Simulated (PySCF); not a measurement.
Gas-phase reaction: 4 N + 4 H2 + Si → Si(NH2)4

Computed with PySCF (xtb for GFN2) and rigid-rotor harmonic-oscillator thermochemistry at 1 bar. † marks an energy on the PBE0/def2-TZVP geometry and frequencies; other levels use their own. MP2 freezes the core. 6-31G* has spherical d functions here. Open shells (unrestricted): N (multiplicity 4), Si (multiplicity 3, electronic degeneracy 9); the rest are closed-shell singlets. GFN2 has no spin-polarisation term. Spin-orbit splitting is ignored; it lowers the true energy and changes the entropy of Si. B3LYP is the form with VWN-RPA correlation. Si(NH2)4: computed as isolated molecules; such fragments, hydroxides, amides, oligomers or adducts are transient or little studied in the gas. MP2 isn't extrapolated to the basis-set limit; its ΔH°(298 K) is -2487.8 kJ in def2-SVP and -2706.4 kJ in def2-TZVPP. The harmonic model lacks anharmonicity and excited electronic states, which grow with temperature; levels with a mode under 35 cm⁻¹ are left out. Internal rotation in Si(NH2)4 is treated as a harmonic vibration of one conformer, which makes the entropy rough.

```csv
level,"ΔE electronic, kJ","ΔH°(298 K), kJ","ΔS°(298 K), J/K","ΔG°(1800 K), kJ"
B3LYP/6-31G*,-2674,-2542,-968,-745
GFN2-xTB,-4253,-4113,-952,-2349
HF/6-31G*,-1600,-1456,-973,358
MP2/def2-TZVPP†,-2840,-2706,-968,-913
PBE/def2-TZVP†,-2961,-2828,-968,-1035
r2SCAN/def2-TZVP†,-2815,-2682,-968,-888
```
ΔH° is lowest at GFN2-xTB and highest at HF/6-31G*. No reference value is set beside these.
